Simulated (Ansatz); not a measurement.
Geometry optimisation, Ansatz, UKS PBE/def2-SVP.

Input:

```yaml
crystal:
  periodic: [false, false, false]
  atoms:
    - { symbol: B, position_ang: [0.0, 0.0, 0.0] }
    - { symbol: F, position_ang: [0.0, 0.0, 1.57] }
    - { symbol: H, position_ang: [1.0305, 0.0, -0.595] }
    - { symbol: H, position_ang: [-1.0305, 0.0, -0.595] }
    - { symbol: "N", position_ang: [0.0, 0.0, 3.15] }
    - { symbol: H, position_ang: [-0.496, -0.7725, 3.68] }
    - { symbol: H, position_ang: [0.496, 0.7725, 3.68] }
magnetization:
  spin_polarized: true
  initial_magnetization: 1
basis:
  gaussian: { orbitals: def2-SVP }
hamiltonian:
  xc: pbe
relax:
  f_tol: 0.15
  max_steps: 25
  restrain:
    - { distance: [1, 4], at: 2.48, k: 30.0 }
    - { distance: [0, 1], at: 1.32, k: 30.0 }
output:
  orbitals: {}
```

Command:

```bash
$ ansatz run input.yaml --threads 1 --pin off --max-ram 2048MiB --backend cpu --events-out ev --progress --plain --runs-dir out
```

Question: Where does it end, and by what steps?

Answer: The forces met the threshold. The restraints hold the end off the free minimum. After 11 steps the energy has fallen by 4.222 eV (the restraints' own energy left out); N5 moved furthest, 0.71 Å. The start is strongly strained (largest force component 9 eV/Å).

```json
{"step": "0", "energy less start (eV)": "0.0000", "largest force component (eV/Å)": "8.968", "accepted": "yes"}
{"step": "1", "energy less start (eV)": "-2.0869", "largest force component (eV/Å)": "4.531", "accepted": "yes"}
{"step": "2", "energy less start (eV)": "-2.5948", "largest force component (eV/Å)": "3.986", "accepted": "yes"}
{"step": "3", "energy less start (eV)": "-2.9867", "largest force component (eV/Å)": "2.241", "accepted": "yes"}
{"step": "4", "energy less start (eV)": "-3.5743", "largest force component (eV/Å)": "2.376", "accepted": "yes"}
{"step": "5", "energy less start (eV)": "-4.0199", "largest force component (eV/Å)": "1.932", "accepted": "yes"}
{"step": "6", "energy less start (eV)": "-4.1254", "largest force component (eV/Å)": "1.245", "accepted": "yes"}
{"step": "7", "energy less start (eV)": "-4.1950", "largest force component (eV/Å)": "0.492", "accepted": "yes"}
{"step": "8", "energy less start (eV)": "-4.2048", "largest force component (eV/Å)": "0.401", "accepted": "yes"}
{"step": "9", "energy less start (eV)": "-4.1628", "largest force component (eV/Å)": "1.521", "accepted": "no"}
{"step": "10", "energy less start (eV)": "-4.2119", "largest force component (eV/Å)": "0.365", "accepted": "yes"}
{"step": "11", "energy less start (eV)": "-4.2220", "largest force component (eV/Å)": "0.320", "accepted": "yes"}
```

```xyz
7
Properties=species:S:1:pos:R:3
B 0.033 -0.025 -0.055
F 0.120 -0.195 1.257
H 1.074 0.117 -0.670
H -1.077 -0.028 -0.555
N -0.399 0.326 3.639
H -0.378 -0.719 3.632
H 0.627 0.526 3.641
```

Run time: 35 s on 1 thread of Arm Neoverse V2, on a shared host, peak memory 0.15 GiB.
